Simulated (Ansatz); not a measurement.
**Cl–CH–Ga, quartet: the ladder up to UCCSDT(Q)**

Geometry: that of the Cl–CH–Ga, doublet, kept fixed. The doublet lies 2.3 eV lower here.

```xyz
4

Cl    0.0000   -0.2243    1.9932
C     0.0000    0.8739    0.6620
Ga    0.0000   -0.0640   -1.1423
H     0.0000    1.9032    1.0230
```

Basis cc-pVDZ; Ansatz 0.2.0. Correlated methods freeze the noble-gas cores and the filled d shells of p-block atoms, which leaves 15 electrons in 44 orbitals. R marks a restricted (for open shells ROHF) determinant, U an unrestricted one. No spin–orbit coupling is included, and no scalar relativity.

Full CI isn't at hand for all of this; UCCSDT(Q) serves as the reference, and is uncertain by about the last step of the cluster series. The frozen core follows each run's orbitals, which can shift R against U totals by a few meV for light atoms and by up to 0.1 eV past Ca.

```
UHF ⟨S²⟩                          : 3.779
T1 diagnostic (RCCSD)             : 0.0325
largest doubles amplitude (RCCSD) : 0.033
T1 diagnostic (UCCSD)             : 0.0272
```

| level | E − E(UCCSDT(Q)) (kJ/mol) | share of correlation (%) | wall time |
| --- | --- | --- | --- |
| UHF | 836.9 | 2.43 | – |
| UMP2 | 118.4 | 86.20 | – |
| UCCSD | 31.0 | 96.39 | – |
| UCCSD(T) | 5.6 | 99.34 | 13 s |
| UCCSDT | 2.3 | 99.74 | – |

The correlation energy at UCCSDT(Q), counted from RHF, is -8.890 eV. That run took 74 s on 1 thread of Arm Neoverse V2, shared host.

Run but not shown, since their state or frozen core can't be matched to the reference's or they repeat it: RHF, RMP2, RCCSD, RCCSD(T), BCCD(T), RCCSDT, RCCSDT(Q).

Times hold each run's SCF and search for its determinant on a shared host, so for small cases they say little of a method's own cost; they ran on 1 thread of Arm Neoverse V2.
